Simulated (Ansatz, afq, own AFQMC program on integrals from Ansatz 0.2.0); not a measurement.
# Pd, singlet: AFQMC among the cluster methods

A free Pd atom.

Basis def2-TZVPP with its core potentials. Noble-gas cores (and the filled d shells of Ga–Kr and In–Xe) are frozen. AFQMC by an in-house program on the Cholesky factors that Ansatz 0.2.0 writes for its CCSD(T) run. The CISD trial takes its coefficients from CCSD amplitudes. Released means that phaseless walkers are propagated on without the constraint, phases kept. Uncertainties: one standard error, sampling alone. No spin–orbit coupling. The metal's outer-core s and p shells are frozen, which shifts wave-function levels against functionals.

Determinant: RHF, the one that the program's search chose, which needn't be the lowest solution.

No full CI on the walks' own integrals is used here; CCSDT(Q) serves as the reference and is uncertain by about the last step of the cluster series.

Cautions: no spin-orbit coupling; outer-core shells of the metal frozen; the released energies get too noisy after the second time (errors over twice the walk's own, or jumping), so no released level is given (meV from the phaseless value at times in 1/Eh: -61 ± 38 at 0.60, -68 ± 56 at 1.20, -147 ± 77 at 2.00, -120 ± 106 at 3.00, -446 ± 410 at 4.20), though the last usable value meets CCSDT(Q) within the noise; the ph-AFQMC/HF walk drifts between its halves (2.3 errors).

```
T1 diagnostic                               : 0.0037
weight of the determinant in the CISD state : 0.929
size of the correlated space                : 10 electrons in 52 orbitals
```

| level | correlation energy (eV) |
| --- | --- |
| MP2 | -9.7653 |
| CCSD | -8.9480 |
| CCSD(T) | -9.3252 |

(1) Estimate where phaseless AFQMC with a CISD trial lies against CCSD(T) on the same integrals.

(1) 3.3 ± 2.4 kJ/mol above CCSD(T). The gap is under twice the noise, so this walk alone can't tell the two apart.

Reference: CCSDT(Q), correlation energy -9.307 eV.

| level | E − E(reference) (kJ/mol) | share of correlation (%) |
| --- | --- | --- |
| CCSD(T) | -1.7 | 100.19 |
| CCSDT | 0.6 | 99.94 |
| ph-AFQMC/HF | -20.7 ± 7.4 | 102.31 |
| ph-AFQMC/CISD | 1.6 ± 2.4 | 99.82 |

A walk keeps the symmetry of its determinant, which the program's search chose and which needn't be the lowest solution, so a lower state of the same spin and another symmetry isn't excluded.
